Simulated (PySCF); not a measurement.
**How methods differ on the ionisation energy of S**

S [Ne] 3s2 3p4 [3p1/2^2 3p3/2^2, M_J = 2] → S+ [Ne] 3s2 3p3 [3p1/2^2 3p3/2^1, M_J = 3/2], as a difference of total energies. All numbers are calculated (PySCF 2.14, the two-component X2C-1e Hamiltonian, in x2c-TZVPall-2c with one added diffuse shell each of s, p type (6s7p2d1f, 44 functions)). Correlated levels: [Ne] frozen; the 6 highest virtual spinors dropped. "Screened" scales the spin-orbit matrix elements by Boettger's factors to mimic the two-electron term; Breit and QED terms are absent.

| method | ionisation energy (eV) |
| --- | --- |
| GHF (spin-free) | 9.086 |
| GMP2 (spin-free) | 9.954 |
| GHF (screened spin-orbit) | 9.112 |
| GMP2 (screened spin-orbit) | 9.980 |

Problem. How much does correlation contribute at GMP2 (screened spin-orbit)?

Solution. 9.980 − (9.112) = 0.868 eV, measured against GHF (screened spin-orbit).

Errors of the correlated levels include the incompleteness of this basis and the frozen core.

The labels give the starting determinants; with spin-orbit coupling the two ends relaxed to ⟨J²⟩ = 6.02, ⟨L²⟩ = 2.01, ⟨S²⟩ = 2.00 and ⟨J²⟩ = 3.75, ⟨L²⟩ = 0.00, ⟨S²⟩ = 3.75.

For comparison: 10.360 eV (measured; NIST Atomic Spectra Database, ionization energies).
